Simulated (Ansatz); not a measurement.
Species: C₂H₅O, charge 0, doublet. C2H5O (SMILES [CH2]CO, doublet).
B3LYP-D3(BJ)/def2-TZVP minimum from Ansatz (a quantum-chemistry and plane-wave program):
```xyz
8

C      1.1499    -0.5481     0.0778
C      0.1001     0.4855     0.1538
O     -1.1512    -0.0848    -0.2195
H     -1.8025     0.6203    -0.2893
H      0.0546     0.9063     1.1703
H      0.3469     1.3296    -0.5164
H      2.1102    -0.3827     0.5442
H      0.9997    -1.4196    -0.5423
```
Charge 0, spin multiplicity 2.

Quantity: atomisation energy (electronic, to ground-state atoms), in kJ/mol. UHF or UKS for unpaired electrons; spin-orbit terms are left out. CBS(X,Y): correlation extrapolated as X^-3, Hartree-Fock from the larger set. A bracket is a step between two methods taken in the basis named. The functionals are non-relativistic, so their misses hold any scalar relativity. '+ core + X2C': CCSD(T) terms for core correlation (cc-pwCVTZ) and scalar relativity (cc-pVTZ-DK). For partners of very few electrons the exact lower level stands in for a higher one.

CCSD(T)/CBS(cc-pVTZ,cc-pVQZ) + [CCSDT(Q) - CCSD(T)]/cc-pVDZ + core + X2C (Ansatz) gives 2934.0 kJ/mol.

Problem. What does PBE/def2-TZVPD (Ansatz) give here, and how do the other levels compare?

Solution. PBE gives 2988.0 kJ/mol, 54.0 kJ/mol above it. Differences of the others: r2SCAN/def2-TZVPD (Ansatz) 8.7; PBE0/def2-TZVPD (Ansatz) 0.0; wB97M-V/def2-TZVPD (Ansatz) -5.5; CCSD(T)/CBS(cc-pVTZ,cc-pVQZ) + core + X2C (Ansatz) -2.2 kJ/mol. Nearer than PBE: r2SCAN/def2-TZVPD, PBE0/def2-TZVPD, wB97M-V/def2-TZVPD, CCSD(T)/CBS(cc-pVTZ,cc-pVQZ) + core + X2C.
